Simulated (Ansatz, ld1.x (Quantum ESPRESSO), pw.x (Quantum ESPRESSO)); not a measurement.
Equation-of-state test of one TM potential (potassium)

* Element: K
* Generator: ld1.x (Quantum ESPRESSO) 7.5
* Type: norm-conserving Troullier–Martins (Kleinman–Bylander form)
* Functional: LDA (PW92)
* Relativity: scalar-relativistic
* Frozen core: [Ar]
* Valence charge: 1
* Reference configuration: 4s1 4p0
* Partial waves: 4s (bound): rc 3.50 bohr; 4p (bound, empty): rc 4.05 bohr; 3d channel at -0.15 Ry: rc 4.20 bohr
* Local potential: all-electron potential smoothed inside 3.50 bohr (lloc = -1)
* Core correction: Bessel-smoothed model core inside 2.80 bohr

Atomic tests: cutoffs needed: 6 Ry and 6 Ry (the cutoffs (Ry, on a coarse ladder) from which the occupation-weighted sum of valence levels, in a spherical-Bessel basis at the reference potential, stays within 10 and 1 mRy of its value at 400 Ry); ghost test: no extra level below or beside the all-electron valence levels (s, p, d, f tested) (spherical-Bessel basis up to 400 Ry, 20 bohr box); largest excitation error: -6.9 meV (all-electron minus pseudo) for 4s0 4p1, out of 2 test configurations.

Crystal test: diamond K in pw.x 7.5, no spin, 8³ k-points, Fermi–Dirac smearing 0.01 Ry, cutoffs 50/200 Ry. The reference is all-electron LAPW (Ansatz 0.2.0) with the same functional, mesh and smearing; V0 and B0 come from Birch–Murnaghan fits to the pressures at five volumes. Errors are pseudo minus all-electron; Δ is the rms difference of the E(V) curves that follow from these fits, minima aligned, over ±6 % about the mean V0. Mesh and smearing are coarse, so the numbers serve the comparison and aren't converged zero-temperature values; the lattice is a test structure that the element need not adopt.

All-electron: a0 = 9.160 Å (V0 = 96.07 Å³/atom), B0 = 1.5 GPa.

Question: How far does the potential miss the all-electron equation of state?

Answer: mean pressure error (GPa): -0.02; a0 (Å): 9.112; a0 error (%): -0.52; B0 error (%): -3.6; Δ (meV/atom): 0.5. The largest radius (4.20 bohr) exceeds half the bond length (3.75 bohr), so the spheres overlap, which is one possible source of error among others. This is a poor potential for the solid. The logarithmic derivative shows an extra or strongly shifted pseudo pole above the reference energy (s near 1.11 Ry).

```tsv
V (Å³/atom)	P all-electron (GPa)	P pseudo (GPa)
91.411	0.08	0.05
93.816	0.04	0.01
96.222	-0.00	-0.03
98.628	-0.04	-0.06
101.033	-0.07	-0.09
```

Question: At the middle volume, how do free energy and pressure move when the wave cutoff is lowered (ecutrho kept at four times it)?

Answer:

```tsv
cutoff (Ry)	shift of F (meV/atom)	shift of P (GPa)
22	+0.0	+0.00
30	+0.0	+0.00
40	+0.0	+0.00
```

The run at the middle volume (29 k-points, 8 iterations) took about 35 s on one core of a shared host (Neoverse-V1, 32 threads, 247 GiB, load 22).
